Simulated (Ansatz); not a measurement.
Reaction (SMILES): O=N[O] → N atom + 2 O atom
B3LYP-D3(BJ)/def2-TZVP geometries, fixed; electronic energies without zero-point terms.
Largest species:
```xyz
3

N      0.0007    -0.0065     0.3208
O      0.0274     1.0999    -0.1182
O     -0.0281    -1.0942    -0.1625
```
Charge 0, spin multiplicity 2.

Energies in hartree at B3LYP with Ansatz (an electronic-structure program); the atomisation energy is their sum with the coefficients shown, times 627.509 kcal/mol a hartree. All functions are spherical. The program fits the integrals of some runs and decomposes those of others, by size. Open shells are unrestricted. No added dispersion term, no relativity.

```csv
species,coefficient,part,cc-pVDZ,cc-pVTZ,cc-pVQZ
[O]N=O,-1,B3LYP,-205.09249,-205.15594,-205.17387
N atom,+1,B3LYP,-54.58914,-54.60178,-54.60533
O atom,+2,B3LYP,-75.06850,-75.09186,-75.09820
```

### Question
Predict the atomisation energy in cc-pV5Z (X = 5): let each B3LYP step shrink by the ratio of the last two. Compare with the run.

### Answer

- [O]N=O: steps -0.06345 and -0.01793, ratio 0.283, so B3LYP -205.17894 (run: -205.17941).
- N atom: steps -0.01264 and -0.00355, ratio 0.281, so B3LYP -54.60633 (run: -54.60670).
- O atom: steps -0.02336 and -0.00634, ratio 0.271, so B3LYP -75.09992 (run: -75.10048).
Predicted 233.92 kcal/mol; the run in cc-pV5Z gives 233.28, a miss of 0.64. Keeping the value in cc-pVQZ, 233.52, would miss by 0.24. All sums are of the energies as printed.
